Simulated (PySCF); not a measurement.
## Computed and reference excited states of cyclopropenethione, `S=c1cc1`

Published values to compare with (the computed states carry no symmetry labels, so the two lists aren't matched line by line):

```json
{"state": "3A2(n→π*)", "E (eV)": "3.28", "f": "", "kind of transition": "vertical absorption", "source": "[1]"}
{"state": "3B1(n→π*)", "E (eV)": "3.32", "f": "", "kind of transition": "vertical absorption", "source": "[1]"}
{"state": "1A2(n→π*)", "E (eV)": "3.41", "f": "", "kind of transition": "vertical absorption", "source": "[1]"}
{"state": "1B1(n→π*)", "E (eV)": "3.45", "f": "0.000", "kind of transition": "vertical absorption", "source": "[1]"}
{"state": "3B2(π→π*)", "E (eV)": "4.01", "f": "", "kind of transition": "vertical absorption", "source": "[1]"}
{"state": "3A1(π→π*)", "E (eV)": "4.01", "f": "", "kind of transition": "vertical absorption", "source": "[1]"}
{"state": "1B2(π→π*)", "E (eV)": "4.60", "f": "0.007", "kind of transition": "vertical absorption", "source": "[1]"}
{"state": "1B2(n→3s)", "E (eV)": "5.34", "f": "0.048", "kind of transition": "vertical absorption", "source": "[1]"}
{"state": "1A1(π→π*)", "E (eV)": "5.46", "f": "0.228", "kind of transition": "vertical absorption", "source": "[1]"}
{"state": "1B2(n→3p)", "E (eV)": "5.92", "f": "0.084", "kind of transition": "vertical absorption", "source": "[1]"}
```

[1] computed, theoretical best estimate (aug-cc-pVTZ, frozen core, CC3 geometry), gas; Veril, Scemama, Caffarel, Lipparini, Boggio-Pasqua, Jacquemin, Loos, WIREs Comput. Mol. Sci. 2021, 11, e1517 (QUESTDB)

Species: cyclopropenethione, C3H2S.
Numbering: `[S:1]=[c:2]1[cH:3][cH:4]1` (hydrogens: H5 on C3; H6 on C4)

Geometry (GFN2-xTB, Å), atoms numbered from 1 in this order:
```xyz
6
C3H2S angstrom
S      2.3652   -0.1211   -0.0178
C      0.7687   -0.0390   -0.0091
C     -0.4632    0.6950    0.0006
C     -0.5321   -0.6431   -0.0025
H     -0.9874    1.6220    0.0072
H     -1.1481   -1.5118    0.0001
```

Method used: PySCF, TDDFT wB97X-D/def2-SVPD, vertical, gas phase, core orbitals frozen in the response.

Computed singlets: 3.46 eV (f 0.000); 3.80 eV (f 0.000); 5.15 eV (f 0.012); 5.88 eV (f 0.257); 6.09 eV (f 0.071); 6.65 eV (f 0.004); 6.98 eV (f 0.006); 7.14 eV (f 0.001). Computed triplets (Tamm–Dancoff): 3.17, 3.59, 3.99 eV.

Problem. How does the lowest computed singlet compare with the best estimate listed for the lowest singlet (vertical absorption)?

Solution. 3.46 eV against 3.41 eV for 1A2(n→π*) [1]: a difference of +0.05 eV. Geometry and basis of the two calculations needn't be the same.

Problem. How does the lowest computed triplet compare with the best estimate listed for the lowest triplet (vertical absorption)?

Solution. 3.17 eV against 3.28 eV for 3A2(n→π*) [1]: a difference of -0.11 eV. Geometry and basis of the two calculations needn't be the same.

Time: 3.4 s. Hardware: x86-64 server, one thread, no GPU (shared host).
